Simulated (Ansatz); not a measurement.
# B2HF (quintet): wave-function methods side by side, cc-pVDZ

One table from this session's results is given with a row withheld; the runs are named, their logs left out.

Computed with Ansatz 0.2.0, Gaussian basis. Level: cc-pVDZ, core rule «outside noble gas», up to 3 orbitals frozen.

Plan: UHF; CCSD(T) on ROHF; CCSD(T) on UHF; BCCD(T) on ROHF; CISD; CCSDT(Q) on ROHF; CCSDT(Q) on UHF.

28 further runs of the same task are left out: 12 that didn't finish, 16 set aside as unsound or not needed.

## The geometry

The geometry is a PBE0/def2-TZVP stationary point (not a proven minimum) of the parent state, kept for this charge and spin.

4 atoms, charge 0, spin multiplicity 5.

Atoms are counted from 1 here; the program's logs count them from 0.

Bond lengths: B1–B2 1.633 Å, B2–F3 1.328 Å, B2–H4 1.205 Å. Angles: B1–B2–F3 125.5°, B1–B2–H4 114.3°, F3–B2–H4 120.2°.

The first run:

Contents of in.yaml:

```yaml
crystal:
  periodic: [false, false, false]
  atoms:
    - {symbol: B, position_ang: [0.000000, -0.285996, 1.615495]}
    - {symbol: B, position_ang: [0.000000, 0.444539, 0.154784]}
    - {symbol: F, position_ang: [0.000000, -0.177695, -1.018097]}
    - {symbol: H, position_ang: [0.000000, 1.648828, 0.202133]}
basis:
  gaussian: {orbitals: cc-pVDZ}
magnetization: {spin_polarized: true, initial_magnetization: 4}
hamiltonian: {xc: hf}
output: {orbitals: {seedname: orbitals}}
```

Launch:

```bash
ansatz run in.yaml --threads 1 --pin off --events-out ev --progress --plain --max-ram 2393MiB
```

Among the steps run: UHF; CCSD(T) on ROHF; CCSD(T) on UHF; BCCD(T) on ROHF; CISD; CCSDT(Q) on ROHF; CCSDT(Q) on UHF.

One table of the session follows, with a row left open; its other results are not shown here.

```
   method  from UCCSDT(Q) (kcal/mol)
     ROHF                    +201.90
      UHF                    +199.91
     RMP2                     +21.49
     UMP2                     +20.78
     CISD                     +21.34
    RCCSD                      +6.31
    UCCSD                      +6.23
 RCCSD(T)                      +1.22
 UCCSD(T)                          ?
  BCCD(T)                      +1.05
   RCCSDT                      +0.44
   UCCSDT                      +0.42
RCCSDT(Q)                      +0.17
UCCSDT(Q)                          0
```

Estimate the missing values for UCCSD(T).

As computed: from UCCSDT(Q) (kcal/mol): +1.20. In the column «from UCCSDT(Q) (kcal/mol)» it lies between BCCD(T) (+1.05) and RCCSD(T) (+1.22).

Caveats from the session: Restricted and unrestricted rows rest on different reference determinants; where their highest levels disagree by more than a few hundredths of an eV, they describe different states and don't form one ladder.
